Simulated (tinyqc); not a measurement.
Stretching all distances: RHF, UHF, MP2, CISD and CCSD against full CI in the sto-3g basis, for H2O, spin multiplicity 1. Computed by the program tinyqc with PySCF. All coordinates are multiplied by the scale. c0^2 is the weight of the RHF determinant in the lowest singlet FCI state (UHF is spin-contaminated and may lie near states of higher spin) and n(LUMO) the first natural occupation beyond the occupied space.

Geometry (angstrom):

| atom | x | y | z |
|---|---|---|---|
| O | 0.0000 | 0.0000 | 0.0000 |
| H | 0.0000 | 0.7750 | 0.5130 |
| H | 0.0000 | -0.7750 | 0.5130 |

Full CI energy (hartree) and errors against it (kcal/mol):

| scale | distance 1-2 (angstrom) | E(FCI) | RHF | UHF | MP2 | CISD | CCSD | <S^2> UHF | c0^2 | n(LUMO) |
|---|---|---|---|---|---|---|---|---|---|---|
| 0.9400 | 0.8736 | -74.964611 | 24.2888 | 24.2888 | 6.5385 | 0.2506 | 0.0610 | 0.0000 | 0.9821 | 0.0182 |
| 1.2500 | 1.1618 | -74.988331 | 51.0191 | 51.0191 | 16.6334 | 1.6220 | 0.2170 | 0.0000 | 0.9378 | 0.0671 |
| 1.4000 | 1.3012 | -74.940375 | 70.8000 | 67.9890 | 24.4426 | 3.6623 | 0.3956 | 0.3782 | 0.8939 | 0.1175 |
| 1.5600 | 1.4499 | -74.885463 | 97.0550 | 62.5617 | 34.7032 | 7.7223 | 0.6024 | 1.0991 | 0.8265 | 0.1973 |
| 1.7100 | 1.5893 | -74.839666 | 126.2315 | 47.1913 | 45.6467 | 13.8153 | 0.4604 | 1.4690 | 0.7442 | 0.2971 |
| 1.8700 | 1.7380 | -74.801246 | 161.4431 | 30.6317 | 57.8817 | 22.7820 | -1.0353 | 1.6982 | 0.6404 | 0.4247 |
| 2.0200 | 1.8774 | -74.775993 | 196.7668 | 18.6725 | 69.4769 | 32.7736 | -4.6518 | 1.8235 | 0.5341 | 0.5509 |

Estimate the missing row, scale = 1.09.

Computed row:
```
scale   distance 1-2 (angstrom)      E(FCI)      RHF      UHF      MP2    CISD    CCSD  <S^2> UHF    c0^2  n(LUMO)
1.0900                   1.0131  -75.012788  35.0277  35.0277  10.4636  0.6247  0.1111     0.0000  0.9669   0.0347
```

UHF parts from RHF first at scale 1.4 of those listed, where <S^2> leaves zero. The weight c0^2 goes from 0.98 to 0.53 and n(LUMO) from 0.02 to 0.55: static correlation grows as the bonds break into open-shell fragments. The spread of the error along the curve, which distorts its shape, is CCSD 5.3, CISD 32.5, UHF 49.3, MP2 62.9, RHF 172.5 kcal/mol. Below FCI somewhere: CCSD, as non-variational methods may be.
